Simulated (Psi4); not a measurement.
# CH4Si (SMILES C=[SiH2]): a chain of runs

Aim: a geometry optimisation (MP2/def2-SVP), then vibrational wavenumbers, then a single-point energy (CCSD(T)/cc-pVDZ) of CH4Si. 

Program for the calculation: Psi4 1.11.

### Step 1. The structure to begin with

CH4Si: 6 atoms, total charge 0, spin state singlet. As SMILES, `C=[SiH2]`. Geometry: relaxed at GFN2-xTB. The run starts from this shape.

Bond lengths: C1–Si2 1.748 Å, C1–H3 1.077 Å, C1–H4 1.077 Å, Si2–H5 1.458 Å, Si2–H6 1.458 Å. Angles: C1–Si2–H5 124.5°, C1–Si2–H6 124.6°, Si2–C1–H3 122.4°, Si2–C1–H4 122.5°, H5–Si2–H6 110.9°, H3–C1–H4 115.0°.

### Step 2. A geometry optimisation at MP2/def2-SVP (density fitting, density fitting for correlation) (run 1)

The input, job.py:

```python
import psi4

psi4.set_memory('1600 MB')
psi4.set_num_threads(1)
psi4.core.set_output_file('ch4si.out', False)

molecule = psi4.geometry("""
0 1
C     -0.738690    -0.547160    -0.265100
Si     0.611270     0.451760     0.218260
H     -1.408510    -0.996610     0.448130
H     -0.962920    -0.758160    -1.296740
H      0.952980     0.765970     1.600750
H      1.545870     1.084200    -0.705300
""")

psi4.set_options(dict(basis='def2-SVP', geom_maxiter=60, num_frozen_docc=6))

e, wfn = psi4.optimize('mp2', molecule=molecule, return_wfn=True)
print(f'mp2 energy: {e:.10f} Eh')
print(molecule.to_string(dtype='xyz', units='Angstrom'))
for k, v in sorted(psi4.core.scalar_variables().items()):
    print(f'{k:45s} {v:18.10f}')
```

On the command line:

```bash
$ python job.py
```

ch4si.out:

```text
[...]
  Running in c1 symmetry.
[...]
  Nuclear repulsion =   50.789467282495202
[...]
  Multiplicity = 1
[...]
  Nalpha       = 12
  Nbeta        = 12
[...]
    Number of basis functions: 52
[...]
   @DF-RHF iter   1:  -328.83867885733855   -5.91485e-01   7.16954e-03 ADIIS/DIIS
[...]
   @DF-RHF iter   9:  -328.93705977153377   -1.70530e-13   6.33804e-11 DIIS
[...]
  @DF-RHF Final Energy:  -328.93705977153377
   => Energetics <=
    Nuclear Repulsion Energy =             51.1568644659276046
    One-Electron Energy =                -555.6126045125311066
    Two-Electron Energy =                 175.5186802750697552
    Total Energy =                       -328.9370597715337681
[...]
  -Total Gradient:
     Atom            X                  Y                   Z
    ------   -----------------  -----------------  -----------------
       1        0.000002205996    -0.000040272201    -0.000017876897
       2        0.000019121636    -0.000021319758     0.000003179227
       3       -0.000000650395     0.000021195054     0.000008682588
       4       -0.000006851152     0.000016458300     0.000003630542
       5       -0.000008694808     0.000010695063     0.000001623198
       6       -0.000005131275     0.000013243540     0.000000761342
[...]
    Final optimized geometry and variables:
    Molecular point group: c1
    Full point group: C1
    Geometry (in Angstrom), charge = 0, multiplicity = 1:
    C           -0.910989383947    -0.674274629013    -0.326299191468
    SI           0.414187610730     0.306484677212     0.148322673901
    H           -1.584446650954    -1.125552311406     0.406600420124
    H           -1.127440904205    -0.880626972779    -1.377429222914
    H            0.725603917566     0.599830788761     1.558048377464
    H            1.335551884947     0.926896472744    -0.819424814704
[...]
```

Run time: 34 s. Hardware: 1 thread of Intel Xeon at 2.50GHz (Skylake/Cascade Lake), shared host; peak memory 0.22 GiB.

Step by step:

```tsv
step	energy from the first frame kept (eV)	largest force (eV/Å)
0	0.0000	1.5295
1	-0.0412	0.2484
2	-0.0422	0.0632
3	-0.0424	0.0027
4	-0.0424	0.0023
```

After the run. Bond lengths: C1–Si2 1.716 Å, C1–H3 1.093 Å, C1–H4 1.093 Å, Si2–H5 1.473 Å, Si2–H6 1.473 Å. Angles: C1–Si2–H5 122.8°, C1–Si2–H6 122.8°, Si2–C1–H3 121.8°, Si2–C1–H4 121.8°, H5–Si2–H6 114.4°, H3–C1–H4 116.4°.

### Step 3. Vibrational wavenumbers at MP2/def2-SVP (density fitting, density fitting for correlation) (run 2)

The input, job.py:

```python
import psi4

psi4.set_memory('1600 MB')
psi4.set_num_threads(1)
psi4.set_output_file('run.log', False)

m = psi4.geometry("""
0 1
C
Si 1 1.71559
H 1 1.092858 2 121.77149
H 1 1.092843 3 116.42369 2 -179.95435
H 2 1.473214 1 122.80917 4 179.95049
H 2 1.473213 5 114.36379 1 179.95298
units angstrom
symmetry c1
""")

psi4.set_options({
    'basis': 'def2-SVP',
    'reference': 'rhf',
    't': 298.15,
    'num_frozen_docc': 6,
    'rotational_symmetry_number': 2,
})

E, wfn = psi4.frequencies('mp2', return_wfn=True)
print(f'total energy {E:.8f} hartree = {E * 27.211386:.5f} eV')
print('wavenumbers / cm^-1:', wfn.frequencies().np.round(1))
```

On the command line:

```bash
$ python job.py
```

run.log:

```text
[...]
  Running in c1 symmetry.
[...]
  Nuclear repulsion =   51.156861515587188
[...]
  Multiplicity = 1
[...]
  Nalpha       = 12
  Nbeta        = 12
[...]
    Number of basis functions: 52
[...]
   @DF-RHF iter   1:  -328.84166753212128   -5.81510e-01   7.17687e-03 DIIS/ADIIS
[...]
   @DF-RHF iter  13:  -328.93705887353582    0.00000e+00   2.64786e-11 DIIS
[...]
  @DF-RHF Final Energy:  -328.93705887353582
   => Energetics <=
    Nuclear Repulsion Energy =             51.1568665316182347
    One-Electron Energy =                -555.6126065163008434
    Two-Electron Energy =                 175.5186811111468046
    Total Energy =                       -328.9370588735358183
[...]
  -Total Gradient:
     Atom            X                  Y                   Z
    ------   -----------------  -----------------  -----------------
       1       -0.000033110762    -0.000121162399    -0.000026390924
       2       -0.000028369079    -0.000524788763     0.000003806336
       3        0.000017204845     0.000012173778     0.000031925908
       4        0.000017154047     0.000009607043    -0.000012642115
       5        0.000013679339     0.000312392019     0.000249986555
       6        0.000013441610     0.000311778322    -0.000246685760
[...]
  ==> Harmonic Vibrational Analysis <==
[...]
  Freq [cm^-1]                 465.1124            477.1692            749.6112
[...]
  IR activ [km/mol]             8.2979             51.7025              0.0003
[...]
  Freq [cm^-1]                 760.4769            835.0901            957.0826
[...]
  IR activ [km/mol]            42.3296             93.4644             16.4328
[...]
  Freq [cm^-1]                1001.3468           1396.3478           2352.0176
[...]
  IR activ [km/mol]            43.4837             11.3850             45.4356
[...]
  Freq [cm^-1]                2367.5438           3207.0907           3321.7704
[...]
```

Standard output:

```text
Warning: used thermodynamics relations inappropriate for low-frequency modes: ['465.1124' '477.1692']
total energy -329.17892855 hartree = -8957.41489 eV
wavenumbers / cm^-1: [ 465.1  477.2  749.6  760.5  835.1  957.1 1001.3 1396.3 2352.  2367.5
 3207.1 3321.8]
```

It took 3.4 min on 1 thread of Intel Xeon at 2.50GHz (Skylake/Cascade Lake), shared host; peak memory 0.22 GiB.

### Step 4. A single-point energy at CCSD(T)/cc-pVDZ (run 3)

The input, job.dat:

```
memory 1600 mb

molecule {
  0 1
  C
  Si 1 1.71559
  H 1 1.092858 2 121.77149
  H 1 1.092843 3 116.42369 2 -179.95435
  H 2 1.473214 1 122.80917 4 179.95049
  H 2 1.473213 5 114.36379 1 179.95298
}

set {
  basis cc-pVDZ
  scf_type pk
  freeze_core true
}

e, wfn = energy('ccsd(t)', return_wfn=True)
```

On the command line:

```bash
$ psi4 job.dat job.out -n 1
```

job.out:

```text
[...]
  Running in c1 symmetry.
[...]
  Nuclear repulsion =   51.156865271951013
[...]
  Multiplicity = 1
[...]
  Nalpha       = 12
  Nbeta        = 12
[...]
    Number of basis functions: 52
[...]
   @RHF iter   1:  -328.96218087287298   -5.91452e-01   7.18987e-03 DIIS/ADIIS
[...]
   @RHF iter  10:  -329.05801628963053   -9.49285e-12   6.46296e-09 DIIS
[...]
  @RHF Final Energy:  -329.05801628963053
   => Energetics <=
    Nuclear Repulsion Energy =             51.1568652719510126
    One-Electron Energy =                -555.7769682961236413
    Two-Electron Energy =                 175.5620867345421061
    Total Energy =                       -329.0580162896305296
[...]
 Multipole Moments:
 ------------------------------------------------------------------------------------
     Multipole            Electronic (a.u.)      Nuclear  (a.u.)        Total (a.u.)
 ------------------------------------------------------------------------------------
 L = 1.  Multiply by 2.5417464519 to convert [e a0] to [Debye]
 Dipole X            :         -0.0015170            0.0016010            0.0000840
 Dipole Y            :         -0.0005532            0.0005089           -0.0000443
 Dipole Z            :          1.1240474           -0.7767007            0.3473466
 Magnitude           :                                                    0.3473467
[...]
      * MP2 total energy                      = -329.302227515812604
[...]
      * CCSD total energy                     = -329.336377214164486
[...]
      * CCSD(T) total energy                  = -329.346354511679181
[...]
```

Run time: 48 s. Hardware: 1 thread of Intel Xeon at 2.50GHz (Skylake/Cascade Lake), shared host; peak memory 0.29 GiB.

### Step 5. Summary of results

```
                                                                      quantity             value
                                  run 1, MP2/def2-SVP: total energy at the end     -329.17893 Eh
              run 1, MP2/def2-SVP: correlation energy (6 core orbitals frozen)        -241.9 mEh
                               run 2, MP2/def2-SVP: lowest harmonic wavenumber          465 cm⁻¹
                              run 2, MP2/def2-SVP: highest harmonic wavenumber         3322 cm⁻¹
                                        run 2, MP2/def2-SVP: zero-point energy      107.0 kJ/mol
run 2, MP2/def2-SVP: ideal-gas entropy at 298.15 K (symmetry number 2 as used)  58.6 cal/(mol K)
                                          run 3, CCSD(T)/cc-pVDZ: total energy     -329.34635 Eh
                   run 3, CCSD(T)/cc-pVDZ: HOMO energy (Hartree–Fock orbitals)          -8.45 eV
                   run 3, CCSD(T)/cc-pVDZ: LUMO energy (Hartree–Fock orbitals)           2.35 eV
                 run 3, CCSD(T)/cc-pVDZ: HOMO–LUMO gap (Hartree–Fock orbitals)          10.80 eV
           run 3, CCSD(T)/cc-pVDZ: correlation energy (6 core orbitals frozen)        -288.3 mEh
                                        run 3, CCSD(T)/cc-pVDZ: (T) correction         -9.98 mEh
                                         run 3, CCSD(T)/cc-pVDZ: T1 diagnostic             0.015
```

In words: The optimisation (run 1, MP2/def2-SVP) took 5 steps and changed the energy by -0.042 eV. All 12 modes (run 2, MP2/def2-SVP) are real, so the shape is a minimum at this level. The triples (run 3, CCSD(T)/cc-pVDZ) make up 3.5 % of the correlation energy.
